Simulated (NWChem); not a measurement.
System meant: O anion, doublet

Input file for NWChem:

```
start job
memory heap 200 mb stack 900 mb global 1100 mb
charge -1
geometry units angstroms noautoz
  O      0.000000     0.000000     0.000000
end
basis spherical
  * library def2-svp
end
dft
  odft
  mult 3
  xc b3lyp
  iterations 150
  mulliken
end
task dft energy
```

End of the output:

```
            Nuclear Dipole moment (a.u.)
            ----------------------------
        X                 Y               Z
 ---------------- ---------------- ----------------
     0.0000000000     0.0000000000     0.0000000000

            XYZ format geometry
            -------------------
     1
 geometry
 O                     0.00000000     0.00000000     0.00000000

 Summary of "ao basis" -> "" (spherical)
 ------------------------------------------------------------------------------
       Tag                 Description            Shells   Functions and Types
 ---------------- ------------------------------  ------  ---------------------
 *                          def2-svp                  on all atoms

                                 NWChem DFT Module
                                 -----------------

 Summary of "ao basis" -> "ao basis" (spherical)
 ------------------------------------------------------------------------------
       Tag                 Description            Shells   Functions and Types
 ---------------- ------------------------------  ------  ---------------------
 O                          def2-svp                 6       14   3s2p1d

 Summary of "ao basis" -> "ao basis" (spherical)
 ------------------------------------------------------------------------------
       Tag                 Description            Shells   Functions and Types
 ---------------- ------------------------------  ------  ---------------------
 O                          def2-svp                 6       14   3s2p1d

  number of electrons :                    9
  multiplicity        :                    3
 ------------------------------------------------------------------------
  no. of electrons and multiplicity not compatible                   9
 ------------------------------------------------------------------------
 ------------------------------------------------------------------------
  current input line :
    17: task dft energy
 ------------------------------------------------------------------------
 ------------------------------------------------------------------------
 There is an error in the input file
 ------------------------------------------------------------------------
 For more information see the NWChem manual at https://nwchemgit.github.io

0: no. of electrons and multiplicity not compatible:Received an Error in Communication
```

Problem. What is wrong, and how is it mended?

Solution. The program refused the input. Cause: the multiplicity doesn't fit the number of electrons (an even count wants an odd multiplicity, and the reverse). This input runs:
```
start job
memory heap 200 mb stack 900 mb global 1100 mb
charge -1
geometry units angstroms noautoz
  O      0.000000     0.000000     0.000000
end
basis spherical
  O library def2-svp
end
dft
  odft
  mult 2
  xc b3lyp
  iterations 150
  mulliken
end
task dft energy
```
It converges to -74.99022 Ha (B3LYP/def2-SVP, spin-unrestricted).
